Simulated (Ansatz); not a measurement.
Geometry optimisation, UKS PBE0-D4/6-31G* in Ansatz.

input.yaml

```yaml
crystal:
  periodic: [false, false, false]
  atoms:
    - { symbol: Al, position_ang: [0.0, 0.0, 0.0] }
    - { symbol: H, position_ang: [0.0, 0.0, 1.81] }
    - { symbol: H, position_ang: [1.351, 0.0, -0.78] }
    - { symbol: "N", position_ang: [-1.6627, 0.0, -0.96] }
    - { symbol: H, position_ang: [-2.3316, -0.8164, -0.8614] }
    - { symbol: H, position_ang: [-1.9118, 0.8164, -1.5886] }
    - { symbol: "N", position_ang: [0.0, 0.0, 3.17] }
    - { symbol: H, position_ang: [-0.496, -0.7725, 3.7] }
    - { symbol: H, position_ang: [0.496, 0.7725, 3.7] }
magnetization:
  spin_polarized: true
  initial_magnetization: 1
basis:
  gaussian: { orbitals: "6-31G*" }
hamiltonian:
  xc: pbe0
  dispersion: d4
relax:
  f_tol: 0.15
  max_steps: 25
  restrain:
    - { distance: [1, 6], at: 1.06, k: 30.0 }
    - { distance: [0, 1], at: 2.76, k: 30.0 }
output:
  orbitals: {}
```

Launched with:

```bash
$ ansatz run input.yaml --threads 1 --pin off --max-ram 2048MiB --backend cpu --events-out ev --progress --plain --runs-dir out
```

Problem. Where does it end, and by what steps?

Solution. It converged. The restraints hold the end off the free minimum. After 21 steps the energy has fallen by 3.499 eV (the restraints' own energy left out); H8 moved furthest, 1.47 Å. Joined: Al1–N7 (3.17 → 2.10 Å), H2–N7 (1.36 → 1.04 Å).

| step | energy less start (eV) | largest force component (eV/Å) | accepted |
| --- | --- | --- | --- |
| 0 | 0.0000 | 3.573 | yes |
| 1 | -1.0410 | 3.887 | yes |
| 2 | -1.4816 | 2.861 | yes |
| 3 | -1.8382 | 1.632 | yes |
| 4 | -2.1073 | 1.224 | yes |
| 5 | -2.3403 | 1.333 | yes |
| 6 | -2.3813 | 1.563 | yes |
| 7 | -2.4602 | 0.643 | yes |
| 8 | -2.4954 | 0.617 | yes |
| 9 | -2.4824 | 1.713 | no |
| 10 | -2.5225 | 0.634 | yes |
| 11 | -2.5526 | 0.722 | yes |
| 12 | -2.6082 | 1.090 | yes |
| 13 | -2.7263 | 1.361 | yes |
| 14 | -2.9083 | 1.340 | yes |
| 15 | -3.0946 | 0.994 | yes |
| 16 | -3.2273 | 0.775 | yes |
| 17 | -3.3514 | 0.822 | yes |
| 18 | -3.4423 | 0.795 | yes |
| 19 | -3.4817 | 0.848 | yes |
| 20 | -3.4949 | 0.650 | yes |
| 21 | -3.4993 | 0.536 | yes |

```xyz
9
Properties=species:S:1:pos:R:3
Al 0.105 -0.542 0.159
H 0.498 -0.715 2.881
H 1.285 0.515 -0.185
N -1.572 0.053 -0.278
H -2.294 -0.610 -0.532
H -1.659 0.856 -0.890
N -0.053 -0.141 2.218
H -1.045 -0.254 2.434
H 0.181 0.838 2.384
```

Time of the run: 26 s on 1 thread of AMD EPYC 9R45 96-Core Processor (Zen 5), with other jobs on the host, peak memory 0.17 GiB.
